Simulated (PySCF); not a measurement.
C4H3FS.
Geometry (LC-wPBE/6-31G*, Å), atoms numbered from 1 in this order:
```xyz
9
C4H3FS angstrom
F      1.9674   -1.4903    0.9149
C      0.9114   -0.7874    0.5165
C      0.8958    0.2297   -0.3732
C     -0.4337    0.7291   -0.5423
C     -1.3480    0.0778    0.2177
S     -0.6356   -1.1673    1.1660
H      1.7774    0.6006   -0.8797
H     -0.6873    1.5462   -1.2077
H     -2.4130    0.2582    0.2776
```

Theory: PySCF 2.14.0, LC-wPBE/6-31G* geometry optimisation, gas phase.

Take the most abundant isotopes and a rigid rotor. 

Q: Give the principal moments of inertia and the rotational constants in MHz.

A: Ia = 93.66, Ib = 156.54, Ic = 250.20 u·Å²; 505379 MHz·u·Å²/I gives A = 5396, B = 3228, C = 2020 MHz.

Q: Classify the top.

A: An asymmetric top. Ray's parameter κ = (2B − A − C)/(A − C) = -0.284; −1 is the prolate and +1 the oblate limit.

Q: Is it planar, by Δ = Ic − Ia − Ib?

A: Planar: Δ = Ic − Ia − Ib = 0.00 u·Å². For a rigid frame Δ = −2 Σ m c², so it vanishes when all atoms lie in the ab plane; here none is more than 0.01 Å from it.

Q: List the rotational levels J(Ka,Kc) to J = 5 (MHz).

A: Above 0(0,0):
J = 1: 1(0,1) 5248, 1(1,1) 7416, 1(1,0) 8624
J = 2: 2(0,2) 15363, 2(1,2) 16704, 2(1,1) 20330, 2(2,1) 26832, 2(2,0) 27214
J = 3: 3(0,3) 29778, 3(1,3) 30426, 3(1,2) 37597, 3(2,2) 42577, 3(2,1) 44289, 3(3,1) 56647, 3(3,0) 56727
J = 4: 4(0,4) 48160, 4(1,4) 48420, 4(1,3) 59979, 4(2,3) 63266, 4(2,2) 67576, 4(3,2) 78223, 4(3,1) 78748, 4(4,1) 97137, 4(4,0) 97151
J = 5: 5(0,5) 70475, 5(1,5) 70568, 5(1,4) 86854, 5(2,4) 88666, 5(2,3) 96797, 5(3,3) 105162, 5(3,2) 107002, 5(4,2) 124220, 5(4,1) 124340, 5(5,1) 148395, 5(5,0) 148397
The levels of one J sum to (2J + 1)J(J + 1)(A + B + C)/3.

Q: Which lines would a microwave search look for?

A: The dipole components are |μa| = 1.37 D, |μb| = 0.69 D, |μc| = 0.00 D; the mirror of this Cs structure is the ab plane, so μc vanishes by symmetry and there are no c-type lines. Intensities carry the squares of the components, which stand as 1.00 : 0.25 (a : b). Some lines, for components of 0.1 D or more:

```csv
type,branch,"J(Ka,Kc)",MHz,lower level (cm⁻¹)
a,Q,"2(2,0) ← 2(2,1)",382,0.895
b,Q,"2(2,0) ← 2(1,1)",6885,0.678
a,Q,"3(1,2) ← 3(1,3)",7171,1.015
b,R,"1(1,1) ← 0(0,0)",7416,0.000
b,R,"2(0,2) ← 1(1,1)",7947,0.247
a,R,"2(0,2) ← 1(0,1)",10115,0.175
b,R,"2(1,2) ← 1(0,1)",11456,0.175
b,R,"3(0,3) ← 2(1,2)",13074,0.557
a,R,"3(1,3) ← 2(1,2)",13722,0.557
a,R,"3(0,3) ← 2(0,2)",14415,0.512
a,R,"3(2,2) ← 2(2,1)",15745,0.895
a,R,"3(2,1) ← 2(2,0)",17075,0.908
a,R,"3(1,2) ← 2(1,1)",17267,0.678
b,R,"2(2,1) ← 1(1,0)",18208,0.288
b,R,"3(2,1) ← 2(1,2)",27585,0.557
```

Q: Estimate the classical rotational partition function at 10 K, 200 K and 298.15 K.

A: Point group Cs, symmetry number σ = 1; q = (√π/σ)·√((kT/h)³/(ABC)), k/h = 20836.6 MHz/K: 899 at 10 K, 80400 at 200 K, 146000 at 298.15 K.

Not checked by LC-wPBE/6-31G* frequencies. Zero-point vibration and centrifugal distortion are left out.

Time: 29 s; peak memory 0.52 GiB. Hardware: one thread of an AMD EPYC 9R45, no GPU, on a shared host. This is the geometry optimisation.
